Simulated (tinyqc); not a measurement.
Worked calculation: UHF in the sto-3g basis, for LiH, spin multiplicity 3. This run ends on a higher stationary point, not on the lowest solution. Computed by tinyqc, a small Python program that keeps every step (integrals from PySCF). Settings: charge = 0, multiplicity = 3, basis = sto-3g, energy threshold = 1e-08, iteration cap = 55, orthogonalisation = canonical, start = core, DIIS depth = 4, method = UHF. Command: `OMP_NUM_THREADS=1 python tinyqc.py 23609 23610 out.jsonl` (the two numbers bound the seeds that draw the settings). One thread of a shared host (Intel(R) Xeon(R) Processor @ 2.60GHz), about 0.1 s of CPU time with the checks.

Geometry (angstrom):
```
atom       x       y       z
Li    0.0000  0.0000  0.0000
H     0.0000  0.0000  1.8180
```

Stop when the energy changes by less than 1e-08 hartree and every element of the error matrix X^T (F D S - S D F) X (for each spin) is below 3e-05.

Course of the cycle:
```
iteration  E (hartree)     change  largest element of the error matrix
1            -7.674278          -                             1.01e-01
2            -7.713467  -3.92e-02                             4.37e-02
3            -7.717934  -4.47e-03                             1.09e-02
4            -7.718208  -2.74e-04                             2.64e-04
5            -7.718208  -4.60e-07                             4.10e-05
6            -7.718208  -7.30e-09                             1.83e-06
```

Can the last value be used, and what does the course show?

No, though the log alone does not show it. Converged in 6 iterations. But the solution lies 0.05531 hartree above the reference: it is another stationary point, not the lowest one. Reruns (cap 100 unless said): DIIS 8: converged in 6 to a higher stationary point; damping 0.5: converged in 26 to a higher stationary point; level shift 0.5: converged in 19 to a higher stationary point; atomic densities as start, DIIS 8: converged in 8. PySCF UHF in the same basis, after a stability check = -7.773523 hartree.
